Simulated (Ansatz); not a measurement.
# C₃H₄O₂: how energies converge with the basis set

How large a basis does C₃H₄O₂ need? Two functionals are run in growing sets.

Computed with Ansatz 0.2.0, Gaussian basis. Level: one geometry, several basis sets.

Levels to be run: PBE0-D4/def2-SVP; ωB97M-V/def2-SVP; PBE0-D4/def2-QZVPP; ωB97M-V/def2-QZVPP; the functionals' def2-TZVPP values are taken from earlier runs.

**1. The relaxed structure**

An earlier PBE0-D4 in a triple-zeta def2 set relaxation fixed the geometry.

SMILES `OC#CCO`, 9 atoms, charge 0, spin multiplicity 1.

Atoms are counted from 1 here; the program's logs count them from 0.

Bond lengths: O1–C2 1.303 Å, O1–H6 0.965 Å, C2–C3 1.201 Å, C3–C4 1.456 Å, C4–O5 1.414 Å, C4–H7 1.093 Å, C4–H8 1.099 Å, O5–H9 0.961 Å. Angles: C2–O1–H6 110.1°, O1–C2–C3 176.7°, C2–C3–C4 178.3°, C3–C4–O5 114.0°, C3–C4–H7 110.0°, C3–C4–H8 108.7°, O5–C4–H7 105.9°, O5–C4–H8 110.9°, H7–C4–H8 106.9°, C4–O5–H9 107.6°.

As a file:

```mol
C3H4O2
  3D, bonds by distance, orders not assigned

  9  8  0  0  0  0  0  0  0  0999 V2000
    1.3807    2.2174   -0.8501 O   0  0
    0.8337    1.1253   -0.3975 C   0  0
    0.3403    0.0898   -0.0430 C   0  0
   -0.2916   -1.1590    0.3597 C   0  0
   -1.7035   -1.0992    0.4113 O   0  0
    1.4597    2.8676   -0.1421 H   0  0
    0.0335   -1.4358    1.3657 H   0  0
    0.0434   -1.9583   -0.3160 H   0  0
   -2.0077   -0.6939   -0.4052 H   0  0
  1  2  8  0
  2  3  8  0
  3  4  8  0
  4  5  8  0
  1  6  8  0
  4  7  8  0
  4  8  8  0
  5  9  8  0
M  END
```

**2. PBE0-D4 in def2-SVP**

Input file in.yaml:

```yaml
crystal:
  periodic: [false, false, false]
  atoms:
    - {symbol: O, position_ang: [1.380706, 2.217400, -0.850125]}
    - {symbol: C, position_ang: [0.833657, 1.125342, -0.397536]}
    - {symbol: C, position_ang: [0.340268, 0.089769, -0.043000]}
    - {symbol: C, position_ang: [-0.291618, -1.158952, 0.359652]}
    - {symbol: O, position_ang: [-1.703537, -1.099241, 0.411266]}
    - {symbol: H, position_ang: [1.459697, 2.867586, -0.142063]}
    - {symbol: H, position_ang: [0.033535, -1.435778, 1.365715]}
    - {symbol: H, position_ang: [0.043449, -1.958349, -0.316050]}
    - {symbol: H, position_ang: [-2.007655, -0.693877, -0.405159]}
basis:
  gaussian: {orbitals: def2-SVP}
hamiltonian: {xc: pbe0, dispersion: d4}
output: {orbitals: {seedname: orbitals}}
```

Command:

```console
> ansatz run in.yaml --threads 2 --pin off --events-out ev --progress --plain --max-ram 4352MiB
```

Log:

```text
Functional definition: PBE0
  name "PBE0"
  cite "Adamo & Barone, J. Chem. Phys. 110, 6158 (1999) doi:10.1063/1.478522"
  cite "Perdew, Burke & Ernzerhof, Phys. Rev. Lett. 77, 3865 (1996) doi:10.1103/PhysRevLett.77.3865"
  parent pbe
  parameter a = 0.25
  parameter kappa = 0.804
  parameter beta = 0.06672455060314922
  exchange = (1 - a)*pbe_x(kappa = kappa, mu = beta*pi^2/3) + a*exact_x
  correlation = pbe_c(beta = beta)
992 factors; their error is unknown
mean field evaluation 1: about -7248.4102 eV, gradient 5.1e1 eV
mean field evaluation 2: about -7247.0671 eV, gradient 5.8e1 eV
mean field evaluation 4: about -7253.8064 eV, gradient 3.9e0 eV
mean field evaluation 8: about -7253.8357 eV, gradient 3.4e-2 eV
mean field evaluation 16: about -7253.8484 eV, gradient 4.3e-5 eV
mean field -7253.84840848 eV, -266.5740121765 hartree, gradient 4.3e-5 eV, S^2 0.000000; 0 other end points of the search recorded, 0 dependent functions left out
reference -7253.84842919 eV, -266.5740129376 hartree; 19, 19 occupied and 71, 71 virtual orbitals, 992 factors
Total energy: -7253.95668211 eV, -266.5779911592 hartree
```

Wall time 1.1 s (2 threads of Arm Neoverse V1, shared host).

**3. ωB97M-V in def2-SVP**

Edit in.yaml of step 2 so:

```diff
@@ -14,3 +14,3 @@
   gaussian: {orbitals: def2-SVP}
-hamiltonian: {xc: pbe0, dispersion: d4}
+hamiltonian: {xc: {name: wB97M-V}}
 output: {orbitals: {seedname: orbitals}}
```

The command is unchanged.

Log, shortened:

```text
Functional definition: wB97M-V
  name "wB97M-V"
  cite "Mardirossian & Head-Gordon, J. Chem. Phys. 144, 214110 (2016) doi:10.1063/1.4952647"
  cite "Becke, J. Chem. Phys. 107, 8554 (1997) doi:10.1063/1.475007"
  cite "Vydrov & Van Voorhis, J. Chem. Phys. 133, 244103 (2010) doi:10.1063/1.3521275"
  # Of w^i u^j: cxij and so on, Table III.
[...]
  gx(w, u) = 1 - cx + cx01*u + cx10*w
  gss(w, u) = css00 + css04*u^4 + css10*w + css20*w^2 + css43*w^4*u^3
  gos(w, u) = cos00 + cos10*w + (cos20 + cos21*u)*w^2 + (cos60 + cos61*u)*w^6
[...]
      + integral(e_c_pw_mod_opposite_spin*gos(b97_w_opposite, b97_u_opposite)) + vv10(b, c)
992 factors; their error is unknown
214 factors; integrals over basis functions are off by at most 9.8e-6 eV
[...]
mean field -7259.29458455 eV, -266.7741554557 hartree, gradient 8.7e-5 eV, S^2 0.000000; 0 other end points of the search recorded, 0 dependent functions left out
reference -7259.29461894 eV, -266.7741567195 hartree; 19, 19 occupied and 71, 71 virtual orbitals, 992 factors
Total energy: -7259.29461894 eV, -266.7741567195 hartree
```

Wall time 4.5 s (2 threads of Arm Neoverse V1, shared host).

**4. PBE0-D4 in def2-QZVPP**

Edit in.yaml of step 3 so:

```diff
@@ -13,4 +13,4 @@
 basis:
-  gaussian: {orbitals: def2-SVP}
-hamiltonian: {xc: {name: wB97M-V}}
+  gaussian: {orbitals: "def2-QZVPP.json"}
+hamiltonian: {xc: pbe0, dispersion: d4}
 output: {orbitals: {seedname: orbitals}}
```

Same command.

Log:

```text
Functional definition: PBE0
  name "PBE0"
  cite "Adamo & Barone, J. Chem. Phys. 110, 6158 (1999) doi:10.1063/1.478522"
  cite "Perdew, Burke & Ernzerhof, Phys. Rev. Lett. 77, 3865 (1996) doi:10.1103/PhysRevLett.77.3865"
  parent pbe
  parameter a = 0.25
  parameter kappa = 0.804
  parameter beta = 0.06672455060314922
  exchange = (1 - a)*pbe_x(kappa = kappa, mu = beta*pi^2/3) + a*exact_x
  correlation = pbe_c(beta = beta)
1121 factors; their error is unknown
mean field evaluation 1: about -7254.8870 eV, gradient 6.4e1 eV
mean field evaluation 2: about -7250.8618 eV, gradient 7.8e1 eV
mean field evaluation 4: about -7262.7096 eV, gradient 5.5e0 eV
mean field evaluation 8: about -7262.7677 eV, gradient 1.5e-1 eV
mean field evaluation 16: about -7262.7695 eV, gradient 1.6e-4 eV
mean field -7262.76948544 eV, -266.9018557078 hartree, gradient 3.1e-5 eV, S^2 0.000000; 0 other end points of the search recorded, 0 dependent functions left out
reference -7262.76951907 eV, -266.9018569440 hartree; 19, 19 occupied and 386, 386 virtual orbitals, 1121 factors
Total energy: -7262.87777200 eV, -266.9058351655 hartree
```

It took 7.5 s on 2 threads of Arm Neoverse V1, shared host; peak memory 0.96 GiB.

**5. ωB97M-V in def2-QZVPP**

Edit in.yaml of step 4 so:

```diff
@@ -14,3 +14,3 @@
   gaussian: {orbitals: "def2-QZVPP.json"}
-hamiltonian: {xc: pbe0, dispersion: d4}
+hamiltonian: {xc: {name: wB97M-V}}
 output: {orbitals: {seedname: orbitals}}
```

Same command.

Log, shortened:

```text
Functional definition: wB97M-V
  name "wB97M-V"
  cite "Mardirossian & Head-Gordon, J. Chem. Phys. 144, 214110 (2016) doi:10.1063/1.4952647"
  cite "Becke, J. Chem. Phys. 107, 8554 (1997) doi:10.1063/1.475007"
  cite "Vydrov & Van Voorhis, J. Chem. Phys. 133, 244103 (2010) doi:10.1063/1.3521275"
  # Of w^i u^j: cxij and so on, Table III.
[...]
  gx(w, u) = 1 - cx + cx01*u + cx10*w
  gss(w, u) = css00 + css04*u^4 + css10*w + css20*w^2 + css43*w^4*u^3
  gos(w, u) = cos00 + cos10*w + (cos20 + cos21*u)*w^2 + (cos60 + cos61*u)*w^6
[...]
      + integral(e_c_pw_mod_opposite_spin*gos(b97_w_opposite, b97_u_opposite)) + vv10(b, c)
1121 factors; their error is unknown
299 factors; integrals over basis functions are off by at most 1.4e-5 eV
[...]
mean field -7268.46049668 eV, -267.1109965136 hartree, gradient 4.5e-5 eV, S^2 0.000000; 0 other end points of the search recorded, 0 dependent functions left out
reference -7268.46054925 eV, -267.1109984455 hartree; 19, 19 occupied and 386, 386 virtual orbitals, 1121 factors
Total energy: -7268.46054925 eV, -267.1109984455 hartree
```

Wall time 18 s (2 threads of Arm Neoverse V1, shared host); peak memory 1.1 GiB.

**6. Functionals by basis**

The def2-TZVPP values come from earlier runs at the same geometry.

```
functional       basis  functions  energy (eV)  from the largest (eV)  HOMO (eV)  LUMO (eV)
   PBE0-D4    def2-SVP         90   -7253.9567                  8.921      -7.08       1.02
   PBE0-D4  def2-TZVPP        211   -7262.4719                  0.406      -7.21       0.37
   PBE0-D4  def2-QZVPP        405   -7262.8778                  0.000      -7.25      -0.06
   ωB97M-V    def2-SVP         90   -7259.2946                  9.166      -9.32       2.71
   ωB97M-V  def2-TZVPP        211   -7268.0780                  0.383      -9.47       1.84
   ωB97M-V  def2-QZVPP        405   -7268.4605                  0.000      -9.51       1.13
```

**7. What came out**

```
                                       quantity          value
PBE0-D4: double and triple zeta above quadruple  8.92, 0.41 eV
ωB97M-V: double and triple zeta above quadruple  9.17, 0.38 eV
```

What this shows: For PBE0-D4 the step from double to triple zeta gains 8.52 eV and the next only 0.41 eV. Total energies overstate the basis error of differences, where much of it tends to cancel. The LUMO of ωB97M-V is positive and keeps falling with the basis (2.71 to 1.13 eV): an unbound level that the basis holds in place.

For PBE0-D4 the largest set took about 7 times as long as the smallest (7.5 s against 1.1 s).
